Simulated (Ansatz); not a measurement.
```yaml
crystal:
  periodic: [false, false, false]
  atoms:
    - {symbol: F, position_ang: [-1.756684, -0.185614, -0.019879]}
    - {symbol: P, position_ang: [-0.246929, 0.571906, 0.009416]}
    - {symbol: P, position_ang: [1.355725, -0.515304, 0.001895]}
    - {symbol: H, position_ang: [-0.961750, 1.759214, 0.027112]}
basis:
  gaussian: {orbitals: def2-TZVP}
hamiltonian: {xc: pbe0}
relax: {f_tol: 0.004, max_steps: 80}
```

```sh
$ ansatz run in.yaml --threads 1 --pin off --events-out ev --progress --plain --max-ram 2176MiB
```

Steps of the relaxation (energy above the last step; positions in Å, forces in eV/Å):

```
4
step 1, 405.8 meV
F    -1.757   -0.186   -0.020    1.640    0.786    0.031
P    -0.247    0.572    0.009   -1.266   -3.080   -0.074
P     1.356   -0.515    0.002   -0.852    1.327    0.019
H    -0.962    1.759    0.027    0.477    0.966    0.024
```

```
4
step 2, 113.4 meV
F    -1.809   -0.208   -0.021    1.515    0.687    0.028
P    -0.299    0.484    0.007   -2.035   -0.929   -0.038
P     1.356   -0.427    0.004    0.123    0.238    0.006
H    -0.858    1.782    0.029    0.397    0.004    0.004
```

```
4
step 3, 7.5 meV
F    -1.806   -0.206   -0.021   -0.489   -0.227   -0.009
P    -0.371    0.423    0.005    0.519    0.522    0.015
P     1.352   -0.367    0.005   -0.083   -0.001   -0.001
H    -0.784    1.781    0.029    0.053   -0.294   -0.006
```

```
4
step 7, 0.0 meV
F    -1.812   -0.207   -0.021    0.000    0.000    0.000
P    -0.362    0.433    0.006    0.000    0.000    0.000
P     1.351   -0.370    0.005    0.000    0.000    0.000
H    -0.787    1.773    0.029    0.000    0.000    0.000
```

Close pairs at the end: P2–H4 1.406 Å, F1–P2 1.585 Å, P2–P3 1.892 Å.

A stationary point of restricted PBE0 after 7 steps (its stability towards spin polarisation wasn't tested); no frequencies were run, so it isn't proven a minimum. 20 s on 1 thread of AMD EPYC 7R43, shared host.
